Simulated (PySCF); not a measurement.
PySCF input (B3PW91/6-31G* (5d)):

```python
from pyscf import gto, dft

mol = gto.M(
    atom='''
    O     0.06462128    0.00157913    0.02700513
    H     0.00178962    0.80279151   -0.53584283
    H     0.01908461   -0.83637053   -0.48137831
    H    -0.53784446    0.02094599    0.80118010
    ''',
    basis='6-31g*',
    charge=1,
    spin=0,
    verbose=4,
)

mf = dft.RKS(mol, xc='b3pw91')
mf.grids.level = 3
mf.conv_tol = 1e-9
mf.max_cycle = 100
mf.max_memory = 1500
mf.kernel()
if not mf.converged:
    mf = mf.newton()
    mf.kernel(mf.make_rdm1())
mf.dip_moment()
```

From the last part of the output:

```
[INPUT] num. atoms = 4
[INPUT] num. electrons = 10
[INPUT] charge = 1
[INPUT] spin (= nelec alpha-beta = 2S) = 0
[INPUT] symmetry False subgroup None
[INPUT] Mole.unit = angstrom
[INPUT] Symbol           X                Y                Z      unit          X                Y                Z       unit  Magmom
[INPUT]  1 O      0.064621280000   0.001579130000   0.027005130000 AA    0.122116521019   0.002984123215   0.051032299658 Bohr   0.0
[INPUT]  2 H      0.001789620000   0.802791510000  -0.535842830000 AA    0.003381891667   1.517056089026  -1.012596194512 Bohr   0.0
[INPUT]  3 H      0.019084610000  -0.836370530000  -0.481378310000 AA    0.036064686094  -1.580511240357  -0.909673168206 Bohr   0.0
[INPUT]  4 H     -0.537844460000   0.020945990000   0.801180100000 AA   -1.016378727015   0.039582184508   1.514010965452 Bohr   0.0

nuclear repulsion = 13.9119536616545
number of shells = 12
number of NR pGTOs = 39
number of NR cGTOs = 20
basis = 6-31g*
ecp = {}

******** <class 'pyscf.dft.rks.RKS'> ********
method = RKS
initial guess = minao
damping factor = 0
level_shift factor = 0
DIIS = <class 'pyscf.scf.diis.CDIIS'>
diis_start_cycle = 1
diis_space = 8
diis_damp = 0
SCF conv_tol = 1e-09
SCF conv_tol_grad = None
SCF max_cycles = 100
direct_scf = True
direct_scf_tol = 1e-13
XC library pyscf.dft.libxc version 7.1.2
    S. Lehtola, C. Steigemann, M. J. T. Oliveira, and M. A. L. Marques,  SoftwareX 7, 1–5 (2018)
XC functionals = b3pw91
    A. D. Becke,  J. Chem. Phys. 98, 5648 (1993)
radial grids:
    Treutler-Ahlrichs [JCP 102, 346 (1995); DOI:10.1063/1.469408] (M4) radial grids

becke partition: Becke, JCP 88, 2547 (1988); DOI:10.1063/1.454033
pruning grids: <function nwchem_prune>
grids dens level: 3
symmetrized grids: False
atomic radii adjust function: <function treutler_atomic_radii_adjust>
small_rho_cutoff = 0
Set gradient conv threshold to 3.16228e-05
Initial guess from minao.
tot grids = 43512
init E= -77.0042503034948
  HOMO = -0.476356741521013  LUMO = -0.0143486018747678  gap/eV = 12.57188
cycle= 1 E= -76.6406221198847  delta_E= 0.364  |g|= 0.332  |ddm|= 1.36
  HOMO = -0.674573609675501  LUMO = -0.242970092351962  gap/eV = 11.74453
cycle= 2 E= -76.6383929639068  delta_E= 0.00223  |g|= 0.362  |ddm|= 0.337
  HOMO = -0.751097644861333  LUMO = -0.258091761438907  gap/eV = 13.41537
cycle= 3 E= -76.6611673570252  delta_E= -0.0228  |g|= 0.041  |ddm|= 0.202
  HOMO = -0.742209622175152  LUMO = -0.251468359224975  gap/eV = 13.35375
cycle= 4 E= -76.661457342967  delta_E= -0.00029  |g|= 0.00345  |ddm|= 0.021
  HOMO = -0.741392695954867  LUMO = -0.251150958199879  gap/eV = 13.34016
cycle= 5 E= -76.6614595461891  delta_E= -2.2e-06  |g|= 7.03e-05  |ddm|= 0.0018
  HOMO = -0.74136855527337  LUMO = -0.251143222184085  gap/eV = 13.33971
cycle= 6 E= -76.661459547125  delta_E= -9.36e-10  |g|= 4.03e-06  |ddm|= 4.24e-05
  HOMO = -0.741370285916785  LUMO = -0.251143534220488  gap/eV = 13.33975
Extra cycle  E= -76.6614595471269  delta_E= -1.95e-12  |g|= 3.48e-06  |ddm|= 5.26e-06
converged SCF energy = -76.6614595471269

WARN: System has nonzero charge 1; the dipole moment is origin-dependent.
Location of origin: [0. 0. 0.]

Dipole moment(X, Y, Z, Debye): -1.39982, -0.03421, -0.58498
```

The dipole moment of an ion depends on the origin.
